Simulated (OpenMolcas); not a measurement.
# An input for PH2F (SMILES FP)

PH2F has 4 atoms, charge 0, and is taken as a singlet. As SMILES, `FP`. The coordinates come from a GFN2-xTB relaxation.

```xyz
4

F     1.1605    0.6688   -0.2227
P    -0.0720   -0.3691   -0.4797
H    -1.0539    0.5743   -0.1296
H    -0.0346   -0.8740    0.8319
```

Settings wanted:

```json
{"method": "HF", "reference": "RHF", "symmetry": "none", "basis set": "def2-SVP", "task": "gradient", "nucleus": "point", "SCF convergence threshold": "1e-10"}
```

Q: Give an OpenMolcas 26.06 job that does this.

A: This one ran through:

struct.xyz:
```
4

F      1.160540     0.668850    -0.222660
P     -0.072030    -0.369080    -0.479670
H     -1.053910     0.574260    -0.129560
H     -0.034600    -0.874030     0.831900
```

calc.input:
```
&GATEWAY
  BASLIB=$CurrDir
  COORD=struct.xyz
  BASIS=def2-SVP
  GROUP=NoSym

&SEWARD

&SCF
  THRESHOLDS=1e-10 1e-07 1e-07 1e-05
  PRORBITALS=0

&ALASKA
```

```bash
$ export MOLCAS_MEM=1860
$ pymolcas calc.input > calc.log
```

(Basis files named in the input come from the Basis Set Exchange and aren't shown.)

Calculated total energy: -441.14946 Eh, largest force 1.335 eV/Å.
